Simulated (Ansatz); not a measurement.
# AlClSi: the cost of one run

Method: def2-QZVPP, core rule «outside noble gas», up to 15 orbitals frozen; program: Ansatz 0.2.0, Gaussian basis.

Plan: UHF; ROHF; CCSD(T) on UHF.

2 further runs of the same task are left out: 2 set aside as unsound or not needed.

**1. The geometry**

The geometry is a PBE0/def2-TZVP stationary point (not a proven minimum) of the parent state, kept for this charge and spin.

3 atoms, charge 1, spin multiplicity 2.

Atoms are counted from 1 here; the program's logs count them from 0.

Bond lengths: Cl1–Al2 2.097 Å, Al2–Si3 2.363 Å. Angles: Cl1–Al2–Si3 180.0°.

**2. UHF**

in.yaml

```yaml
crystal:
  periodic: [false, false, false]
  atoms:
    - {symbol: Cl, position_ang: [0.000000, 0.000000, -2.185400]}
    - {symbol: Al, position_ang: [0.000000, 0.000000, -0.088700]}
    - {symbol: Si, position_ang: [0.000000, 0.000000, 2.274100]}
basis:
  gaussian: {orbitals: "def2-QZVPP.json"}
total_charge: 1
magnetization: {spin_polarized: true, initial_magnetization: 1}
hamiltonian: {xc: hf}
output: {orbitals: {seedname: orbitals}}
```

The run is started by

```sh
$ ansatz run in.yaml --threads 1 --pin off --events-out ev --progress --plain --max-ram 2393MiB
```

What time and memory should one allow on 1 thread of Arm Neoverse V2, shared host?

About 40 s, with a peak of 0.73 GiB.
